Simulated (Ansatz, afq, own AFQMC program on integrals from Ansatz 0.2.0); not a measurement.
**Where AFQMC and coupled cluster stand for H2O⁻, quartet**

```xyz
3

O     0.0000   -0.0691    0.0000
H     0.0000    0.5483    0.7576
H     0.0000    0.5483   -0.7576
```

Basis aug-cc-pVDZ. Noble-gas cores (and the filled d shells of Ga–Kr and In–Xe) are frozen. Ansatz 0.2.0 and our own AFQMC program on the same integrals; the CISD trial comes from CCSD amplitudes, and released means the phaseless constraint is let go. ± is one standard error of the sampling.

Determinant: UHF, the one that the program's search chose, which needn't be the lowest solution. The geometry is a PBE0/def2-TZVPD stationary point of this or a neighbouring charge and spin state.

No full CI on the walks' own integrals is used here; CCSDT(Q) serves as the reference and is uncertain by about the last step of the cluster series.

Cautions: another spin lies lower (by 6.88 eV); at this level and basis the anion state lies above a neutral one.

```
T1 diagnostic                               : 0.0173
weight of the determinant in the CISD state : 0.938
⟨S²⟩ of the determinant                     : 3.757
size of the correlated space                : 9 electrons in 40 orbitals
```

| level | correlation energy (eV) |
| --- | --- |
| MP2 | -4.6331 |
| CCSD | -5.1310 |
| CCSD(T) | -5.2393 |

**Question.** Estimate where phaseless AFQMC with the Hartree–Fock trial lies against CCSD(T) on the same integrals.

**Answer.** 0.5 ± 1.7 kJ/mol above CCSD(T). The gap is under twice the noise, so this walk alone can't tell the two apart.

Reference: CCSDT(Q), correlation energy -5.258 eV. The released energy is read at 2.40 1/Eh (meV from the phaseless value at times in 1/Eh: 0.5 ± 1.8 at 0.24, 1.7 ± 1.5 at 0.51, -0.6 ± 1.3 at 0.99, -2.0 ± 1.8 at 1.62, -3.3 ± 2.0 at 2.40).

```
         level  E − E(reference) (kJ/mol)  share of correlation (%)
       CCSD(T)                        1.8                     99.64
         CCSDT                        0.6                     99.87
   ph-AFQMC/HF                  2.3 ± 1.7                     99.54
 ph-AFQMC/CISD                  0.2 ± 0.2                     99.97
released AFQMC                 -0.2 ± 0.2                    100.03
```

A walk keeps the symmetry of its determinant, which the program's search chose and which needn't be the lowest solution, so a lower state of the same spin and another symmetry isn't excluded. Released energies are given only where the last usable release times agree within the noise; a slower fall can still hide under it.
